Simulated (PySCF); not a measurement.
The linear singlet lies higher and needs more than one determinant, so no gap is given.

B3LYP has the VWN-RPA correlation part, as in Gaussian. 

Si2, SMILES `[Si]=[Si]` (lower triplet) (charge 0, multiplicity 3)

These are B3LYP-D3(BJ)/def2-TZVP in PySCF values and carry that method's errors.

```
Property                                                        Value
-----------------------------  --------------------------------------
highest occupied spin orbital                                -5.57 eV
dipole moment                                                  0.00 D
total energy                                             -578.9070 Ha
cost                           about 10 core-seconds (a rough figure)
```

```xyz
2

Si     1.1342     0.0000     0.0000
Si    -1.1342     0.0000     0.0000
```
Charge 0, spin multiplicity 3.
